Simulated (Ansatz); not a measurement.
Seven cases of atomisation energy with Al to Br (electronic energies, kcal/mol); geometries: B3LYP-D3(BJ)/def2-TZVP. The cases were drawn at random from those of this class that have a high level and all functionals, leaving out states under which another spin lies or may lie. Left out are anions, K, Ca, elements past Kr, ionisation of Li, Na and Mg, pi-pi* triplets of linear molecules and other triplets made from a closed-shell parent. Runs that doubt their state, and full CI more than 15 mEh from coupled cluster, are set aside; a case stays where another high level and all functionals remain. AFQMC serves as high level only in triple zeta or larger, with a steady walk, a bar under 0.8 kcal/mol and agreement with other high levels or trials where they ran; where none ran, an unstable determinant or (outside 3d species) a high T1 diagnostic also bars it, so strongly correlated cases are thinned. No case was kept or dropped by the size of a functional's miss. High levels with a bar over 0.5 kcal/mol are left out too, and the seventh case lies inside the range of the six. Affinities count positive where energy is released, gaps as the second state minus the first. PBE0 is by Ansatz (a quantum-chemistry and plane-wave program) in def2-TZVPD. High levels (Ansatz): P = CCSD(T)/CBS(cc-pV(Q+d)Z,cc-pV(5+d)Z) + [CCSDT(Q) - CCSD(T)]/cc-pV(D+d)Z + core + X2C; Q = CCSD(T)/CBS(cc-pV(Q+d)Z,cc-pV(5+d)Z) + [CCSDT(Q) - CCSD(T)]/cc-pV(Q+d)Z + [CCSDTQ - CCSDT(Q)]/cc-pV(D+d)Z + core + X2C; R = CCSD(T)/CBS(cc-pV(T+d)Z,cc-pV(Q+d)Z) + [CCSDT(Q) - CCSD(T)]/cc-pV(D+d)Z + core + X2C; S = CCSD(T)/CBS(cc-pVQZ,cc-pV5Z) + [CCSDT(Q) - CCSD(T)]/cc-pVDZ; T = CCSD(T)/CBS(cc-pVQZ,cc-pV5Z) + [CCSDT(Q) - CCSD(T)]/cc-pVQZ + [CCSDTQ - CCSDT(Q)]/cc-pVDZ; U = CCSD(T)/CBS(cc-pVQZ,cc-pV5Z) + [CCSDT(Q) - CCSD(T)]/cc-pVTZ. UHF or UKS for unpaired electrons; spin-orbit terms are left out. Correlated methods leave the cores frozen (noble-gas shells, and filled d and f shells in the p block). Rows without X2C or -DK are non-relativistic. CBS(X,Y): correlation extrapolated as X^-3, Hartree-Fock from the larger set (Q,5: extrapolated as (X+1)exp(-9√X)). A bracket is a step between two methods taken in the basis named. The functionals are non-relativistic, so their misses hold any scalar relativity. 'core' is core correlation in cc-pwCVTZ (1s frozen past Ne), 'X2C' scalar relativity in cc-pVTZ-DK, both at CCSD(T). For partners of very few electrons the exact lower level stands in for a higher one. Spin-orbit terms, left out, reach several kcal/mol for Br and I, and more for heavier atoms.

```csv
case,PBE0,level,high level
"CH4S (methanethiol, SMILES CS)",472.6,P,475.3
"CH2O3Si (1,3,2-dioxasiletan-4-one, SMILES C1(O[SiH2]O1)=O)",721.5,R,729.5
"BHBr (SMILES [BH]Br, doublet)",178.8,T,172.7
"AsF2 (SMILES F[As]F, doublet)",202.5,U,207.0
BBr2F (SMILES BrB(Br)F),341.9,S,338.2
"SiCl (SMILES [Si]Cl, doublet)",102.7,Q,103.0
BCl3 (SMILES ClB(Cl)Cl),329.3,P,withheld
```

Task: Fit a straight line from PBE0 to the high level over the first six rows by least squares, predict the seventh, and compare with the calculation.

Result: Means: PBE0 336.67, high level 337.62. Sxx = 264265, Sxy = 267980, slope 1.0141, intercept -3.80 kcal/mol; residual standard deviation 4.6 kcal/mol. Seventh row: 1.0141·(329.3) -3.80 = 330.1 kcal/mol. The calculation gave 325.6 kcal/mol: the line differs from it by +4.5, PBE0 itself by +3.7.
